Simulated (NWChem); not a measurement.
# Total energies of CN (-1)

```
C
N 1 1.1910
```
Charge -1, spin multiplicity 1.

All runs are NWChem calculations. All single points use one geometry, from PBE/def2-SVP, a minimum by its harmonic frequencies.

Basis set: def2-SVPD (40 functions).

```csv
method,total energy (Ha)
RHF,-92.22923
MP2,-92.52685
B2PLYP,-92.69871
PBE,-92.66975
B3LYP,-92.78417
LC-wPBE (omega 0.3 per bohr),-92.69714
CCSD(T),-92.54618
```

Total energies of different functionals aren't comparable as a measure of quality: only differences taken within one method are. 

The correlated methods keep 2 core orbitals frozen. B3LYP has NWChem's definition, with VWN1-RPA local correlation. The structure started from a generated list of species. The anion's geometry comes from a basis without diffuse functions. Coupled-cluster values serve here as a point of comparison, not as the truth.
